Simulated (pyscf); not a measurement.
Optimised with ωB97X-D3(BJ)/def2-SVP in PySCF.

HO–GaH₂ + water (H₂O) → HO–GaH–OH + hydrogen (H₂)
Surface: singlet. Broken: Ga–H, H–O. Formed: Ga–O, H–H. Give ΔE‡ and ΔE from ωB97M-D3(BJ)/def2-TZVP, relative to the separated reactants.

ΔE‡ = 0.57 eV, ΔE = -0.46 eV. Zero-point energy shifts the barrier by -0.01 eV. It is a four-centre exchange, with an imaginary mode of 1321i cm⁻¹. On the reactant side the descent ends in an adduct with a Ga–O contact, 0.73 eV under the separated species and 1.23 eV under the saddle at ωB97X-D3(BJ)/def2-TZVP. What is counted as formed (Ga–O) is already present as a longer contact in the reactant adduct; forming that adduct is a step of its own. At the saddle there is also a short Ga–H contact that neither side keeps. The same reactants have a lower exit, to H₂O + HO–GaH₂ (highest point, the separated products, at 0.00 eV at ωB97M-D3(BJ)/def2-TZVP, against +0.57 eV here). One saddle was located; it need not be the lowest between these sides. Elements up to Kr have no core potential and no relativistic terms here.
